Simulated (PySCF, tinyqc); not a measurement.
Inside a calculation. Method: CCSD on RHF in the sto-6g basis, frozen core, for BH, spin multiplicity 1. The lowest restricted solution is unstable here: a spin-polarised one lies 0.0125 hartree lower (PySCF). One step of it, computed by the program tinyqc.

Task: Orthogonalisation. S = U s U^T; symmetric (Loewdin) form X = U s^(-1/2) U^T, so that X^T S X = 1.

overlap S, lower triangle:
```
           1B 1s     1B 2s    1B 2px    1B 2py    1B 2pz     2H 1s
1B 1s   1.000000
1B 2s   0.264891  1.000000
1B 2px  0.000000  0.000000  1.000000
1B 2py  0.000000  0.000000  0.000000  1.000000
1B 2pz  0.000000  0.000000  0.000000  0.000000  1.000000
2H 1s   0.064293  0.459834  0.000000  0.000000  0.477358  1.000000
```

Give: eigenvalues of S; X.

Result:

eigenvalues of S: 0.325  0.799  1.000  1.000  1.166  1.710

X, lower triangle:
```
         1B 1s   1B 2s  1B 2px  1B 2py  1B 2pz  2H 1s
1B 1s    1.029
1B 2s   -0.150   1.154
1B 2px   0.000   0.000   1.000
1B 2py   0.000   0.000   0.000   1.000
1B 2pz  -0.012   0.128   0.000   0.000   1.129
2H 1s    0.025  -0.336   0.000   0.000  -0.342  1.251
```
